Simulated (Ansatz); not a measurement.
A trace of molecular dynamics of C3H5F (9 atoms, charge 0, multiplicity 1).

Level of theory: RKS B3LYP/6-31G* (Ansatz).

```
ensemble                      : NVE (velocity Verlet)
starting velocities drawn for : 300 K
seed                          : 385801
```

| time (fs) | T (K) | potential energy less start (eV) | conserved less start (meV/atom) |
| --- | --- | --- | --- |
| 0.0 | 300 | 0.000 | 0.00 |
| 5.0 | 212 | 0.102 | 2.45 |
| 10.0 | 191 | 0.145 | 5.14 |
| 15.0 | 187 | 0.134 | 3.52 |
| 20.0 | 219 | 0.185 | 12.45 |
| 25.0 | 173 | 0.208 | 10.40 |
| 30.0 | 139 | 0.307 | 17.84 |
| 35.0 | 156 | 0.269 | 15.43 |
| 40.0 | 190 | 0.326 | 25.12 |
| 45.0 | 238 | 0.188 | 14.71 |
| 50.0 | 224 | 0.384 | 35.02 |
| 55.0 | 267 | 0.194 | 18.22 |
| 60.0 | 435 | 0.574 | 77.35 |
| 65.0 | 684 | 0.221 | 63.14 |
| 70.0 | 3554 | 2.160 | 567.13 |
| 75.0 | 486 | 4.869 | 559.68 |
| 80.0 | 257 | 5.065 | 558.38 |
| 85.0 | 1500 | 3.981 | 562.94 |
| 90.0 | 2525 | 1.087 | 344.43 |
| 95.0 | 52117 | 5.951 | 5870.71 |
| 100.0 | 50725 | 6.823 | 5827.60 |

Can this run be trusted? Judge the integration.

The conserved energy changed by up to 5900 meV per atom, so the integration failed: the time step of 2.5 fs is too long for the fastest motions that this run met, and the later frames carry no physical meaning.

Time of the run: 120 s on 1 thread of Arm Neoverse N1, with other jobs on the host, peak memory 0.11 GiB.
